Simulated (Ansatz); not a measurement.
# C₄H₇NO: one species, many methods

How much do the methods differ for C₄H₇NO? The plan is to run it at one geometry with functionals of several rungs and with coupled cluster, and see how far each lands from CCSD(T) at the basis-set limit for the atomisation energy.

Method: functionals in def2-TZVPP, the program's frozen cores in correlated methods; program: Ansatz 0.2.0, Gaussian basis.

Levels to be run: LDA (SPW92), PBE-D4, revPBE-D4, BLYP-D4, r2SCAN-D4, B97M-V, PBE0-D4, B3LYP-D4, r2SCANh-D4, r2SCAN0-D4, HSE06-D4, BHLYP-D4, CAM-B3LYP-D4, LC-ωPBE, ωB97X-V, ωB97M-V, B2PLYP, PBE-QIDH; CCSD(T)/def2-SVP; CCSD(T)/def2-TZVPP; MP2/def2-QZVPP; extrapolation to the limit; RPA on PBE.

## (1) The geometry

An earlier PBE0-D4 in a triple-zeta def2 set relaxation fixed the geometry.

SMILES `CC1C=NCO1`, 13 atoms, charge 0, spin multiplicity 1.

Atoms are counted from 1 here; the program's logs count them from 0.

Bond lengths: C1–C2 1.516 Å, C1–H7 1.092 Å, C1–H8 1.093 Å, C1–H9 1.091 Å, C2–C3 1.501 Å, C2–O6 1.415 Å, C2–H10 1.102 Å, C3–N4 1.263 Å, C3–H11 1.087 Å, N4–C5 1.439 Å, C5–O6 1.420 Å, C5–H12 1.098 Å, C5–H13 1.096 Å. Angles: C2–C1–H7 110.6°, C2–C1–H8 110.6°, C2–C1–H9 110.0°, H7–C1–H8 108.8°, H7–C1–H9 108.6°, H8–C1–H9 108.3°, C1–C2–C3 114.4°, C1–C2–O6 111.4°, C1–C2–H10 109.2°, C3–C2–O6 101.8°, C3–C2–H10 110.0°, O6–C2–H10 109.8°, C2–C3–N4 114.2°, C2–C3–H11 123.8°, N4–C3–H11 122.1°, C3–N4–C5 107.0°, N4–C5–O6 108.5°, N4–C5–H12 109.4° and more.

## (2) LDA

This LDA is Slater exchange with PW92 correlation.

Contents of in.yaml:

```yaml
crystal:
  periodic: [false, false, false]
  atoms:
    - {symbol: C, position_ang: [-0.312985, -1.484848, 0.830119]}
    - {symbol: C, position_ang: [0.386098, -0.181254, 0.499038]}
    - {symbol: C, position_ang: [0.822306, -0.058974, -0.931987]}
    - {symbol: N, position_ang: [0.346347, 0.943653, -1.533750]}
    - {symbol: C, position_ang: [-0.469257, 1.655491, -0.584956]}
    - {symbol: O, position_ang: [-0.489050, 0.922203, 0.631046]}
    - {symbol: H, position_ang: [-1.155311, -1.650173, 0.155352]}
    - {symbol: H, position_ang: [0.379965, -2.325514, 0.742072]}
    - {symbol: H, position_ang: [-0.688620, -1.457340, 1.853991]}
    - {symbol: H, position_ang: [1.252112, -0.053939, 1.169002]}
    - {symbol: H, position_ang: [1.487765, -0.764754, -1.423404]}
    - {symbol: H, position_ang: [-0.049385, 2.656695, -0.421712]}
    - {symbol: H, position_ang: [-1.489382, 1.763953, -0.970113]}
basis:
  gaussian: {orbitals: def2-TZVPP}
hamiltonian: {xc: lda}
output: {orbitals: {seedname: orbitals}}
```

After this run come: PBE-D4 (GGA); revPBE-D4 (GGA); BLYP-D4 (GGA); r2SCAN-D4 (meta-GGA); B97M-V (meta-GGA); PBE0-D4 (hybrid); B3LYP-D4 (hybrid); r2SCANh-D4 (hybrid); r2SCAN0-D4 (hybrid); HSE06-D4 (hybrid); BHLYP-D4 (hybrid); CAM-B3LYP-D4 (range-separated); LC-ωPBE (range-separated); ωB97X-V (range-separated); ωB97M-V (range-separated); B2PLYP (double hybrid); PBE-QIDH (double hybrid); CCSD(T) in def2-SVP; CCSD(T) in def2-TZVPP; MP2 in def2-QZVPP; RPA on PBE orbitals.

Before running them: what should the planned runs give, taken together? Wanted: atomisation energy, CCSD(T)/CBS; farthest beyond LDA; mean size of error, GGA; mean size of error, meta-GGA; mean size of error, hybrid; mean size of error, range-separated; mean size of error, double hybrid; gap, smallest and largest; T1 diagnostic.

As calculated:

```
                               quantity                                                       value
        atomisation energy, CCSD(T)/CBS                                                   56.045 eV
    functionals within 0.280 eV (0.5 %)  BLYP-D4, r2SCAN-D4, B97M-V, B3LYP-D4, r2SCANh-D4, PBE-QIDH
                    farthest beyond LDA                                          PBE-D4 (+1.984 eV)
                mean size of error, GGA                                                    0.901 eV
           mean size of error, meta-GGA                                                    0.156 eV
             mean size of error, hybrid                                                    0.728 eV
    mean size of error, range-separated                                                    0.329 eV
      mean size of error, double hybrid                                                    0.246 eV
              gap, smallest and largest                   4.25 eV (LDA (SPW92)), 12.12 eV (LC-ωPBE)
                          T1 diagnostic                                                      0.0118
triples share of the correlation energy                                                       4.2 %
```

The LDA atomisation energy is off by 9.298 eV (17 %): it overbinds. PBE-D4 misses by +1.984 eV. Double hybrids carry the basis error of their MP2 part in triple zeta, and no dispersion term here, so their miss is partly the set-up's. The rungs meta-GGA, double hybrid miss on average by less than the doubt on the reference (0.280 eV), so they tie. Misses under about 0.280 eV are within the doubt on the reference itself, which lacks core-valence correlation, relativity and higher excitations. Hartree-Fock recovers 71 % of the binding; the rest is correlation. CCSD(T) in def2-SVP is off by -2.523 eV, more than most functionals: a good method in a small basis is no reference. The gap grows from 4.3 to 12.1 eV across the functionals, mostly with the share of exact exchange.
